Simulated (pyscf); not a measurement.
Optimised with ωB97X-D3(BJ)/def2-SVP in PySCF. MP2 and CC: frozen core, UHF for open shells. ΔMP2 is the change of the MP2 total energy from the triple- to the quadruple-zeta basis.

**Question.** PBE/def2-TZVP puts the barrier of F–SiH₂–F + SiH₂ [singlet] -> F–SiH: [singlet] + F–SiH₃ (four-centre exchange; singlet surface; F–Si, H–Si broken, F–Si, H–Si formed) at -0.14 eV and the reaction energy at -0.18 eV, from the separated reactants. What do PBE0-D3(BJ)/def2-TZVP, ωB97M-D3(BJ)/def2-TZVP, CCSD(T)/def2-TZVPP + ΔMP2(QZVPP) give on the same structures?

**Answer.** PBE0-D3(BJ): ΔE‡ = -0.09 eV, ΔE = -0.13 eV; ωB97M-D3(BJ): ΔE‡ = 0.08 eV, ΔE = -0.14 eV; CCSD(T): ΔE‡ = 0.23 eV, ΔE = -0.09 eV. PBE's barrier lies under all of them, by 0.04 to 0.37 eV. Its reaction energy lies under all of them, by 0.04 to 0.09 eV. On the reactant side the descent ends in an adduct with a F–Si contact, 0.41 eV under the separated species and 0.39 eV under the saddle at ωB97X-D3(BJ)/def2-TZVP. On the product side the descent ends in an adduct with a Si–Si, H–Si contact, 0.50 eV under the separated species and 0.61 eV under the saddle at ωB97X-D3(BJ)/def2-TZVP. At PBE, PBE0-D3(BJ) the saddle lies under the separated reactants, which points to a path from their complex (located at ωB97X-D3(BJ) alone). What is counted as formed (F–Si) is already present as a longer contact in the reactant adduct; forming that adduct is a step of its own. What is counted as broken (H–Si) persists as a longer contact in the product adduct; parting that adduct is a step of its own. At ωB97X-D3(BJ)/def2-TZVP the barrier from the zero used here is -0.03 eV. One saddle was located; it need not be the lowest between these sides. The CCSD(T) − MP2 part came from Ansatz, without density fitting, on the same reference.
